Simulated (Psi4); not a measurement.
# One shape, several levels: quartet SiCl

Wanted: a comparison of 5 runs (U-revPBE/aug-cc-pVTZ, UBLYP/aug-cc-pVTZ, UMP2/aug-cc-pVTZ, UCCSD/aug-cc-pVTZ, UCCSD(T)/aug-cc-pVTZ) of quartet SiCl. 

The results are computed with Psi4 1.11.

4 further runs of the same task are left out: 2 that didn't finish, 2 set aside as unsound or not needed.

## Step 1: The structure to begin with

The species is SiCl (2 atoms), meant as a quartet with charge 0. SMILES of the parent species: `[Si]Cl`. The coordinates come from a PBE0-D4/def2-TZVP relaxation. That shape belongs to the parent species and isn't relaxed for this state.

Bond lengths: Si1–Cl2 2.067 Å.

## Step 2: Energy and gradient at U-revPBE/aug-cc-pVTZ (run 1)

The input, job.py:

```python
import psi4

psi4.set_memory(1600000000)
psi4.set_num_threads(1)
psi4.core.set_output_file('clsi.out', False)

geom = psi4.geometry("""
0 4
Si     0.881810    -0.293660     0.452120
Cl    -0.881810     0.293660    -0.452120
symmetry c1
no_reorient
no_com
""")

psi4.set_options({
    'basis': 'aug-cc-pVTZ',
    'reference': 'uks',
    'puream': True,
    'e_convergence': 1e-09,
    'd_convergence': 1e-08,
    'scf_type': 'pk',
    'dft_radial_points': 99,
    'dft_spherical_points': 590,
    'maxiter': 100,
})

energy_value, wavefunction = psi4.gradient('revpbe', molecule=geom, return_wfn=True)
print('gradient / Eh bohr^-1')
print(energy_value.np.round(6))
print(f'energy = {wavefunction.energy():.10f} Eh')
```

The run is started by

```
python job.py
```

clsi.out:

```text
[...]
  Running in c1 symmetry.
[...]
  Nuclear repulsion =   60.927613994992669
[...]
  Multiplicity = 4
[...]
  Nalpha       = 17
  Nbeta        = 14
[...]
    Number of basis functions: 100
[...]
   @UKS iter   1:  -749.39070647721712   -9.43470e-02   3.38607e-03 DIIS/ADIIS
[...]
   @UKS iter  11:  -749.44473061767042   -1.13687e-12   1.35915e-09 DIIS
[...]
   @S^2 Observed:                3.751790861E+00
[...]
    Orbital Energies [Eh]
    ---------------------
    Alpha Occupied:
       1A   -100.752033     2A    -65.517823     3A     -9.222164
       4A     -7.042629     5A     -7.031729     6A     -7.031729
       7A     -5.129753     8A     -3.538732     9A     -3.535516
      10A     -3.535516    11A     -0.786401    12A     -0.474241
      13A     -0.340484    14A     -0.331082    15A     -0.331082
      16A     -0.173779    17A     -0.173779
    Alpha Virtual:
      18A     -0.061856    19A     -0.009300    20A      0.015206
      21A      0.015206    22A      0.022753    23A      0.044050
      24A      0.050474    25A      0.050475    26A      0.071215
[...]
  @UKS Final Energy:  -749.44473061767042
   => Energetics <=
    Nuclear Repulsion Energy =             60.9276139949926687
    One-Electron Energy =               -1156.8426129447045696
    Two-Electron Energy =                 395.4214940682841188
    DFT Exchange-Correlation Energy =     -48.9512257362426695
    Empirical Dispersion Energy =           0.0000000000000000
    VV10 Nonlocal Energy =                  0.0000000000000000
    Total Energy =                       -749.4447306176704160
[...]
 Multipole Moments:
 ------------------------------------------------------------------------------------
     Multipole            Electronic (a.u.)      Nuclear  (a.u.)        Total (a.u.)
 ------------------------------------------------------------------------------------
 L = 1.  Multiply by 2.5417464519 to convert [e a0] to [Debye]
 Dipole X            :          5.1954691           -4.9991382            0.1963309
 Dipole Y            :         -1.7301930            1.6648109           -0.0653820
 Dipole Z            :          2.6638114           -2.5631489            0.1006624
 Magnitude           :                                                    0.2301164
[...]
  -Total Gradient:
     Atom            X                  Y                   Z
    ------   -----------------  -----------------  -----------------
       1       -0.007011528831     0.002334976421    -0.003594938156
       2        0.007009431833    -0.002334278078     0.003593862990
[...]
```

The script printed:

```text
gradient / Eh bohr^-1
[[-0.007012  0.002335 -0.003595]
 [ 0.007009 -0.002334  0.003594]]
energy = -749.4447306177 Eh
```

Run time: 37 s. Hardware: 1 thread of Intel Xeon Platinum 8488C (Sapphire Rapids), shared host; peak memory 0.9 GiB.

## Step 3: The energy at UBLYP/aug-cc-pVTZ (run 2)

The input, clsi_ase.py:

```python
import numpy as np
from ase.calculators.psi4 import Psi4
from ase import Atoms

atoms = Atoms(['Si', 'Cl'], positions=[
    [0.881810, -0.293660, 0.452120],
    [-0.881810, 0.293660, -0.452120],
])
calc = Psi4(atoms=atoms, method='blyp', basis='aug-cc-pVTZ', memory='1600MB', num_threads=1, charge=0, multiplicity=4, label='clsi', reference='uks')
calc.psi4.set_options({'puream': True, 'e_convergence': 1e-09, 'd_convergence': 1e-08, 'scf_type': 'pk', 'dft_radial_points': 99, 'dft_spherical_points': 590, 'maxiter': 100})
atoms.calc = calc

print(f'energy: {atoms.get_potential_energy():.6f} eV')
```

The run is started by

```
python clsi_ase.py
```

clsi.dat:

```text
[...]
  Running in c1 symmetry.
[...]
  Nuclear repulsion =   60.927613994992669
[...]
  Multiplicity = 4
[...]
  Nalpha       = 17
  Nbeta        = 14
[...]
    Number of basis functions: 100
[...]
   @UKS iter   1:  -749.51651362270627   -7.58903e-02   3.61559e-03 DIIS/ADIIS
[...]
   @UKS iter  11:  -749.57687985167206   -6.82121e-13   2.49492e-09 DIIS
[...]
   @S^2 Observed:                3.751606264E+00
[...]
    Orbital Energies [Eh]
    ---------------------
    Alpha Occupied:
       1A   -100.803247     2A    -65.560633     3A     -9.216953
       4A     -7.051249     5A     -7.040244     6A     -7.040244
       7A     -5.118686     8A     -3.541018     9A     -3.537388
      10A     -3.537388    11A     -0.783640    12A     -0.466322
      13A     -0.332216    14A     -0.327268    15A     -0.327268
      16A     -0.161867    17A     -0.161867
    Alpha Virtual:
      18A     -0.053454    19A     -0.004283    20A      0.021574
      21A      0.021574    22A      0.027119    23A      0.047656
      24A      0.056572    25A      0.056572    26A      0.074103
[...]
  @UKS Final Energy:  -749.57687985167206
   => Energetics <=
    Nuclear Repulsion Energy =             60.9276139949926687
    One-Electron Energy =               -1156.8459456376153867
    Two-Electron Energy =                 395.4156328386637824
    DFT Exchange-Correlation Energy =     -49.0741810477132177
    Empirical Dispersion Energy =           0.0000000000000000
    VV10 Nonlocal Energy =                  0.0000000000000000
    Total Energy =                       -749.5768798516720608
[...]
 Multipole Moments:
 ------------------------------------------------------------------------------------
     Multipole            Electronic (a.u.)      Nuclear  (a.u.)        Total (a.u.)
 ------------------------------------------------------------------------------------
 L = 1.  Multiply by 2.5417464519 to convert [e a0] to [Debye]
 Dipole X            :         -0.5697419            0.7389312            0.1691893
 Dipole Y            :          0.1897352           -0.2460786           -0.0563434
 Dipole Z            :         -0.2921170            0.3788635            0.0867464
 Magnitude           :                                                    0.1983042
[...]
```

The script printed:

```text
energy: -20397.025833 eV
```

Run time: 14 s. Hardware: 1 thread of Intel Xeon Platinum 8488C (Sapphire Rapids), shared host; peak memory 0.94 GiB.

Run 3 isn't shown in full; the table further down has it.

## Step 4: A single-point energy at UCCSD/aug-cc-pVTZ (run 4)

The input, job.py:

```python
import psi4

psi4.set_memory('1600 MB')
psi4.set_num_threads(1)
psi4.core.set_output_file('psi4.out', False)

mol = psi4.geometry("""
0 4
Si     0.881810    -0.293660     0.452120
Cl    -0.881810     0.293660    -0.452120
symmetry c1
""")

psi4.set_options({
    'basis': 'aug-cc-pVTZ',
    'reference': 'uhf',
    'puream': True,
    'e_convergence': 1e-09,
    'd_convergence': 1e-08,
    'scf_type': 'pk',
    'num_frozen_docc': 10,
    'maxiter': 100,
})

E, wfn = psi4.energy('ccsd', molecule=mol, return_wfn=True)
print(f'ccsd energy: {E:.10f} Eh')
```

The run is started by

```
python job.py
```

psi4.out:

```text
[...]
  Running in c1 symmetry.
[...]
  Nuclear repulsion =   60.927613994992669
[...]
  Multiplicity = 4
[...]
  Nalpha       = 17
  Nbeta        = 14
[...]
    Number of basis functions: 100
[...]
   @UHF iter   1:  -748.34327614028518   -4.43904e-01   1.76790e-03 ADIIS/DIIS
[...]
   @UHF iter  13:  -748.37740307875436   -7.84439e-12   4.43290e-09 DIIS
[...]
   @S^2 Observed:                3.754486620E+00
[...]
    Orbital Energies [Eh]
    ---------------------
    Alpha Occupied:
       1A   -104.854584     2A    -68.862651     3A    -10.579134
       4A     -8.048595     5A     -8.044567     6A     -8.044567
       7A     -6.209185     8A     -4.319178     9A     -4.319178
      10A     -4.309719    11A     -1.121733    12A     -0.717605
      13A     -0.514841    14A     -0.510388    15A     -0.510388
      16A     -0.324226    17A     -0.324226
    Alpha Virtual:
      18A      0.039840    19A      0.056548    20A      0.063125
      21A      0.063125    22A      0.101180    23A      0.120838
      24A      0.137581    25A      0.137581    26A      0.138867
[...]
  @UHF Final Energy:  -748.37740307875436
   => Energetics <=
    Nuclear Repulsion Energy =             60.9276139949926687
    One-Electron Energy =               -1156.9507711890037172
    Two-Electron Energy =                 347.6457541152565796
    Total Energy =                       -748.3774030787544689
  UHF NO Occupations:
  HONO-2 :   15  A 1.0000000
  HONO-1 :   16  A 1.0000000
[...]
 Multipole Moments:
 ------------------------------------------------------------------------------------
     Multipole            Electronic (a.u.)      Nuclear  (a.u.)        Total (a.u.)
 ------------------------------------------------------------------------------------
 L = 1.  Multiply by 2.5417464519 to convert [e a0] to [Debye]
 Dipole X            :          0.0000000            0.0000000            0.0000000
 Dipole Y            :          0.0000000            0.0000000            0.0000000
 Dipole Z            :         -0.3507445            0.8660898            0.5153453
 Magnitude           :                                                    0.5153453
[...]
      * MP2 total energy                      = -748.616689759208271
[...]
      * CCSD total energy                     = -748.641242950643345
```

Standard output:

```text
ccsd energy: -748.6412429506 Eh
```

It took 63 s on 1 thread of Intel Xeon Platinum 8488C (Sapphire Rapids), shared host; peak memory 1 GiB.

## Step 5: The energy at UCCSD(T)/aug-cc-pVTZ (run 5)

The input, clsi.xyz:

```xyz
2
ClSi
Si     0.881810    -0.293660     0.452120
Cl    -0.881810     0.293660    -0.452120
```

The input, clsi_ase.py:

```python
import numpy as np
from ase.calculators.psi4 import Psi4
from ase.io import read

a = read('clsi.xyz')
calc = Psi4(atoms=a, method='ccsd(t)', basis='aug-cc-pVTZ', memory='1600MB', num_threads=1, charge=0, multiplicity=4, label='calc', reference='uhf')
calc.psi4.set_options({'puream': True, 'e_convergence': 1e-09, 'd_convergence': 1e-08, 'scf_type': 'pk', 'num_frozen_docc': 10, 'maxiter': 100})
a.calc = calc

print(f'energy: {a.get_potential_energy():.6f} eV')
```

The run is started by

```
python clsi_ase.py
```

calc.dat:

```text
[...]
  Running in c1 symmetry.
[...]
  Nuclear repulsion =   60.927613994992669
[...]
  Multiplicity = 4
[...]
  Nalpha       = 17
  Nbeta        = 14
[...]
    Number of basis functions: 100
[...]
   @UHF iter   1:  -748.34327614028530   -4.43904e-01   1.76790e-03 ADIIS/DIIS
[...]
   @UHF iter  13:  -748.37740307875526   -8.52651e-12   4.43290e-09 DIIS
[...]
   @S^2 Observed:                3.754486620E+00
[...]
    Orbital Energies [Eh]
    ---------------------
    Alpha Occupied:
       1A   -104.854584     2A    -68.862651     3A    -10.579134
       4A     -8.048595     5A     -8.044567     6A     -8.044567
       7A     -6.209185     8A     -4.319178     9A     -4.319178
      10A     -4.309719    11A     -1.121733    12A     -0.717605
      13A     -0.514841    14A     -0.510388    15A     -0.510388
      16A     -0.324226    17A     -0.324226
    Alpha Virtual:
      18A      0.039840    19A      0.056548    20A      0.063125
      21A      0.063125    22A      0.101180    23A      0.120838
      24A      0.137581    25A      0.137581    26A      0.138867
[...]
  @UHF Final Energy:  -748.37740307875526
   => Energetics <=
    Nuclear Repulsion Energy =             60.9276139949926687
    One-Electron Energy =               -1156.9507711890064456
    Two-Electron Energy =                 347.6457541152583417
    Total Energy =                       -748.3774030787553784
  UHF NO Occupations:
  HONO-2 :   15  A 1.0000000
  HONO-1 :   16  A 1.0000000
[...]
 Multipole Moments:
 ------------------------------------------------------------------------------------
     Multipole            Electronic (a.u.)      Nuclear  (a.u.)        Total (a.u.)
 ------------------------------------------------------------------------------------
 L = 1.  Multiply by 2.5417464519 to convert [e a0] to [Debye]
 Dipole X            :         -0.2992485            0.7389312            0.4396827
 Dipole Y            :          0.0996556           -0.2460786           -0.1464230
 Dipole Z            :         -0.1534302            0.3788635            0.2254333
 Magnitude           :                                                    0.5153453
[...]
      * MP2 total energy                      = -748.616689759210317
[...]
      * CCSD total energy                     = -748.641242950645392
[...]
      * CCSD(T) total energy                     = -748.653674631114313
```

Standard output:

```text
energy: -20371.904139 eV
```

Run time: 59 s. Hardware: 1 thread of Intel Xeon Platinum 8488C (Sapphire Rapids), shared host; peak memory 1.1 GiB.

## Step 6: All runs side by side

```
run                 level      task  frozen core orbitals  energy (Eh)  HOMO energy (eV)   ⟨S²⟩  wall time
  1  U-revPBE/aug-cc-pVTZ  gradient                     0  -749.444731             -4.73  3.752       37 s
  2     UBLYP/aug-cc-pVTZ    energy                     0  -749.576880             -4.40  3.752       14 s
  3      UMP2/aug-cc-pVTZ    energy                    10  -748.616690             -8.82  3.754       14 s
  4     UCCSD/aug-cc-pVTZ    energy                    10  -748.641243             -8.82  3.754       63 s
  5  UCCSD(T)/aug-cc-pVTZ    energy                    10  -748.653675             -8.82  3.754       59 s
```

## Step 7: What came out

| quantity | value |
| --- | --- |
| run 5: total energy | -748.65367 Eh |
| run 5: HOMO energy (Hartree–Fock orbitals) (highest over α and β) | -8.82 eV |
| run 5: LUMO energy (Hartree–Fock orbitals) (lowest over α and β) | -1.52 eV |
| run 5: correlation energy (10 core orbitals frozen) | -276.3 mEh |
| run 5: (T) correction | -12.43 mEh |
| run 5: ⟨S²⟩ of the reference determinant | 3.754 |
| run 5: T1 diagnostic | 0.030 |

In words: Totals of different functionals can't be ranked against each other. All runs together took 3.1 min, the longest 63 s.
